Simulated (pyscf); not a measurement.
Homolytic dissociation enthalpies at 298 K of Ge–S, Ge–Te, Se–Si, S–Si bonds in 8 gas-phase molecules, in kcal/mol. Structures and frequencies: ωB97X-D3(BJ)/def2-SVP in PySCF. Both columns use the same structures and thermal terms. Rows were drawn at random from the closed-shell molecules with such a bond whose radicals are computed, keep their shape and have no isomer in the data more than 5 kcal/mol lower.

```csv
row,molecule,radicals,r²SCAN/def2-TZVP,ωB97M-D3(BJ)/def2-TZVP
1,HO–Si(OH)(OH)–SH,HO–Si•(OH)–OH + SH•,92.8,98.6
2,H₃Si–Se–Ga(Cl)–Cl,SiH₃• + Cl–Ga(Cl)–Se•,75.9,?
3,H₃Ge–S–SbH₂,GeH₃• + •S–SbH₂,70.3,73.5
4,H₃Ge–Te–SbH₂,GeH₃• + H₂Sb–Te•,57.7,57.9
5,H₃Si–S–Ga(Cl)–Cl,SiH₃• + •S–Ga(Cl)–Cl,84.0,89.4
6,Cl–GeH(Cl)–TeH,Cl–GeH•–Cl + TeH•,57.5,56.5
7,H₂N–Si(NH₂)(SH)–I,H₂N–Si•(NH₂)–I + SH•,86.1,91.7
8,H₃Si–Se–Sn(Cl)(Cl)–Cl,SiH₃• + Cl–Sn(Cl)(Cl)–Se•,76.8,79.9
```

Fit a line that carries the r²SCAN values to the last column and predict row 2.

In the 7 complete rows the last column lies -1.0 to 5.8 kcal/mol from r²SCAN (mean 3.2, median 3.2). Least squares gives y = -11.1 + 1.19·x with residuals of 0.6 kcal/mol (root mean square). For row 2: -11.1 + 1.19 × 75.9 = 79.2 kcal/mol. The computed value is 78.8 kcal/mol, 0.4 under the line. Left out: the spin-orbit lowering of SH, TeH, which is large for Br, Se, Te and I. Elements up to Kr have no core potential and no relativistic terms here. Elements past Kr carry the def2 core potentials, without spin-orbit coupling.
